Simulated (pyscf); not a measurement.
PySCF, gas phase, ωB97X-D3(BJ)/def2-SVP geometries.

PBE/def2-TZVP puts the barrier of `[Cl][SiH][Cl]` [doublet] + `[OH2]` → `[ClH]` + `[OH][SiH][Cl]` [doublet] (four-centre exchange; doublet surface; Cl–Si, H–O broken, Cl–H, O–Si formed) at 8.6 kcal/mol and the reaction energy at +0.4 kcal/mol, from the separated reactants. What do PBE0-D3(BJ)/def2-TZVP, M06-2X/def2-TZVP, ωB97M-D3(BJ)/def2-TZVP give on the same structures?

PBE0-D3(BJ): ΔE‡ = 10.7 kcal/mol, ΔE = +1.0 kcal/mol; M06-2X: ΔE‡ = 11.3 kcal/mol, ΔE = -0.7 kcal/mol; ωB97M-D3(BJ): ΔE‡ = 12.0 kcal/mol, ΔE = -0.5 kcal/mol. PBE's barrier lies under all of them, by 2.1 to 3.3 kcal/mol. Its reaction energy lies among theirs. On the product side the descent ends in a complex, 4.1 kcal/mol under the separated species and 16.6 kcal/mol under the saddle at ωB97X-D3(BJ)/def2-TZVP. This is the saddle that the search found; another between the same sides may lie lower.
